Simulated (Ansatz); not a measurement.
Species: NH2, charge 0, multiplicity 2. 
Geometry from a B3LYP-D3(BJ)/def2-TZVP (Ansatz, a first-principles code) optimisation:
SMILES: [NH2]
```xyz
3

N      0.0046     0.0019     0.1418
H     -0.0276     0.7996    -0.5065
H     -0.0044    -0.8126    -0.4860
```
Charge 0, spin multiplicity 2.

Wanted: vertical electron affinity (to the singlet state of charge -1; a negative value means that the extra electron is unbound and the number depends on the basis; each state is the SCF solution reached for its spin), in eV. Cores are frozen in the correlated levels unless marked. UHF or UKS for open shells. Spin-orbit coupling is left out. No relativistic terms. Anions need diffuse functions: aug- sets have them; def2-D sets add few. CBS marks a two-point X^-3 extrapolation of the correlation energy; Hartree-Fock from the larger set.

```json
[
 {"level": "MP2/aug-cc-pVDZ", "program": "Ansatz", "vertical electron affinity (eV)": "0.75"},
 {"level": "MP2/aug-cc-pVTZ", "program": "Ansatz", "vertical electron affinity (eV)": "0.89"}
]
```

Problem. Estimate the value at CCSD(T)/CBS(aug-cc-pVTZ,aug-cc-pVQZ) as computed with Ansatz.

Solution. 0.74 eV, so MP2/aug-cc-pVTZ differs from it by 0.15 eV.
